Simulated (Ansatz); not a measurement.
# C2H3F (SMILES C=CF) at B3LYP/def2-TZVP

What is the vertical ionisation energy of C2H3F at B3LYP/def2-TZVP? 

The calculation is run with Ansatz 0.2.0.

44 further runs of the same task are left out: 44 set aside as unsound or not needed.

## 1. The structure to begin with

C2H3F has 6 atoms, charge 0, and is taken as a singlet. SMILES: `C=CF`. The shape is that of a PBE0-D4/def2-TZVP optimisation.

Bond lengths: C1–C2 1.316 Å, C2–F3 1.336 Å, C1–H4 1.082 Å, C1–H5 1.081 Å, C2–H6 1.084 Å. Angles: C1–C2–F3 122.3°, C1–C2–H6 125.7°, F3–C2–H6 112.0°, C2–C1–H4 121.6°, C2–C1–H5 119.2°, H4–C1–H5 119.2°.

## 2. A single-point energy at B3LYP/def2-TZVP

The input, input.yaml:

```yaml
crystal:
  periodic: [false, false, false]
  atoms:
    - {symbol: C, position_ang: [-0.536200, 0.076400, -0.442800]}
    - {symbol: C, position_ang: [0.490000, -0.016300, 0.376600]}
    - {symbol: F, position_ang: [0.966200, -1.192400, 0.795500]}
    - {symbol: H, position_ang: [-1.043900, -0.803300, -0.816600]}
    - {symbol: H, position_ang: [-0.880200, 1.054100, -0.749700]}
    - {symbol: H, position_ang: [1.046100, 0.817400, 0.790700]}
basis:
  gaussian:
    orbitals: def2-TZVP
hamiltonian:
  xc: {name: B3LYP}
accuracy: high
output: {orbitals: {seedname: orbitals}}
```

Run with:

```bash
ansatz run input.yaml --threads 1 --pin off --max-ram 3480MiB --events-out events.jsonl --progress --plain --runs-dir runs
```

Log:

```text
Warning: RAYON_NUM_THREADS=1 ignored (pool sized by the plan → 1); use --threads N
Functional definition: B3LYP
  name "B3LYP"
  parameter a0 = 0.2
  parameter ax = 0.72
  parameter ac = 0.81
  exchange = (1 - a0 - ax)*slater_x + ax*b88_x + a0*exact_x
  correlation = (1 - ac)*vwn_rpa_c + ac*lyp_c
1965 factors; integrals over basis functions are off by at most 4.0e-9 eV
mean field evaluation 1: about -4835.8836 eV, gradient 4.9e1 eV
mean field evaluation 2: about -4833.9061 eV, gradient 5.2e1 eV
mean field evaluation 4: about -4841.0398 eV, gradient 3.8e0 eV
mean field evaluation 8: about -4841.0591 eV, gradient 2.2e-1 eV
mean field evaluation 16: about -4841.0592 eV, gradient 4.0e-6 eV
mean field -4841.05919916 eV, -177.9056441815 hartree, gradient 9.0e-8 eV, S^2 0.000000; 0 other end points of the search recorded, 0 dependent functions left out
reference -4841.05923116 eV, -177.9056453575 hartree; 12, 12 occupied and 99, 99 virtual orbitals, 1965 factors
Total energy: -4841.05923116 eV, -177.9056453575 hartree
```

It took 7.2 s on 1 thread of Intel Xeon Platinum 8259CL at 2.50GHz (Skylake/Cascade Lake), shared host; peak memory 0.31 GiB.

## 3. The doublet cation at the same level

Edit input.yaml of step 2 so:

```diff
@@ -10,6 +10,6 @@
 basis:
-  gaussian:
-    orbitals: def2-TZVP
-hamiltonian:
-  xc: {name: B3LYP}
+  gaussian: {orbitals: def2-TZVP}
+total_charge: 1
+magnetization: {spin_polarized: true, initial_magnetization: 1}
+hamiltonian: {xc: {name: B3LYP}}
 accuracy: high
```

Run with:

```bash
ansatz run input.yaml --threads 1 --pin off --max-ram 3480MiB --events-out events.jsonl --progress --plain --runs-dir runs
```

Log (excerpt; [...] marks lines left out):

```text
Warning: RAYON_NUM_THREADS=1 ignored (pool sized by the plan → 1); use --threads N
[... 7 set-up lines as earlier in the session ...]
1965 factors; integrals over basis functions are off by at most 4.0e-9 eV
mean field evaluation 1: about -4823.6094 eV, gradient 4.6e1 eV
mean field evaluation 2: about -4815.9638 eV, gradient 7.0e1 eV
mean field evaluation 4: about -4830.4966 eV, gradient 1.7e0 eV
mean field evaluation 8: about -4830.6102 eV, gradient 1.0e-1 eV
mean field evaluation 16: about -4830.6102 eV, gradient 4.5e-5 eV
mean field -4830.61023266 eV, -177.5216517451 hartree, gradient 2.0e-8 eV, S^2 0.752374; 0 other end points of the search recorded, 0 dependent functions left out
reference -4830.61026443 eV, -177.5216529125 hartree; 12, 11 occupied and 99, 100 virtual orbitals, 1965 factors
Total energy: -4830.61026443 eV, -177.5216529125 hartree
```

Run time: 11 s. Hardware: 1 thread of Intel Xeon Platinum 8259CL at 2.50GHz (Skylake/Cascade Lake), shared host; peak memory 0.38 GiB.

## 4. Results

Level: B3LYP/def2-TZVP.

```
                                          quantity          value
                       singlet C2H3F: total energy  -177.90565 Eh
                        singlet C2H3F: HOMO energy       -7.52 eV
                        singlet C2H3F: LUMO energy       -0.01 eV
                      singlet C2H3F: HOMO–LUMO gap        7.51 eV
                      doublet cation: total energy  -177.52165 Eh
doublet cation: HOMO energy (highest over α and β)      -16.92 eV
 doublet cation: LUMO energy (lowest over α and β)      -13.40 eV
                              doublet cation: ⟨S²⟩          0.752
vertical ionisation energy (to the doublet cation)      10.449 eV
```

**Reading.** Removing an electron at fixed nuclei costs 10.45 eV (1008 kJ/mol). The negative HOMO energy of the first species, 7.52 eV, lies 2.93 eV below that difference.
